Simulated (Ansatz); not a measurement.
Results of PBE-D4 in Ansatz (PAW) for tetradymite Bi2Se3.

Run with plane-wave cutoff 520 eV, 10×10×10 k mesh, Fermi–Dirac smearing 0.01 eV, scalar-relativistic PAW data made under PBE.

The volume scan:

| V (Å³/atom) | E − E_lowest (meV/atom) |
|---|---|
| 27.042 | 6.09 |
| 27.605 | 1.41 |
| 28.169 | 0.00 |
| 28.732 | 1.23 |
| 29.295 | 4.48 |

Task: Fit the third-order Birch–Murnaghan equation and give B0 and B′.

Result: V0 = 28.167 Å³/atom, B0 = 37.1 GPa, B′ = 10.8 (fit to the energies at full precision).

Shape and atoms are relaxed at each volume.

Note: the bulk modulus comes from volumes at which shape and atoms were relaxed.

Spin–orbit coupling is not included; it can shift volumes and moduli of such heavy elements.

Computed values are for the static lattice.

Ansatz is a quantum-chemistry and plane-wave program.
